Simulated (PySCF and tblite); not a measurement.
Values are calculated unless marked as measured or tabulated.
C₄H₉N, numbered as in [CH3:1][NH:2][CH:3]1[CH2:4][CH2:5]1. Search: ETKDG and KDG, MMFF94s, GFN2-xTB, 90 starts; geometries at GFN2-xTB. Energies: PBE0-D3(BJ)/def2-TZVP (IEF-PCM, chloroform), with GFN2-xTB thermal terms (modes under about 100 cm⁻¹ blended into free rotors). Symmetry numbers and mirror images are counted. Conformers within 2.5 kcal/mol (GFN2-xTB free energy) were kept, 5 at most. GIAO shieldings: KT3/pcSseg-1 (IEF-PCM, chloroform). Shifts are against TMS (¹H), TMS (¹³C) at the same level. (PySCF 2.14, tblite 0.8.)

Torsions listed: C1–N2–C3–C4. Of a mirror pair one member is shown.

```json
{"conformer": "1", "shape": "-158°", "point group": "C1", "mirror pair": "yes", "ΔE(DFT)": "0.00", "Δ(G−E) at 250 K": "0.00", "δ C4/C5 (ppm)": "8.7"}
{"conformer": "2", "shape": "-153°", "point group": "C1", "mirror pair": "yes", "ΔE(DFT)": "1.62", "Δ(G−E) at 250 K": "0.16", "δ C4/C5 (ppm)": "6.3"}
```

Energies in kcal/mol; the thermal term leaves out symmetry numbers and mirror images.

**Question.** Work out the weights at 250 K and the ¹³C shift of C4/C5 under fast exchange.

**Answer.** RT = 0.497 kcal/mol. Each conformer gets RT ln(σ/g), with σ the rotational symmetry number and g = 2 for a mirror pair: 1: σ = 1, g = 2, G = 0.00 + 0.00 − 0.34 = -0.34, 0.00 above the lowest, exp(−ΔG/RT) = 1.000; 2: σ = 1, g = 2, G = 1.62 + 0.16 − 0.34 = 1.43, 1.78 above the lowest, exp(−ΔG/RT) = 0.028. The sum is 1.028, so the weights are 97.3, 2.7 %. The averaged shift is 8.7 ppm. At 298.15 K it is 8.6 ppm. At 298.15 K the leading conformer alone gives 8.7 ppm and bare DFT energies give 8.6 ppm.
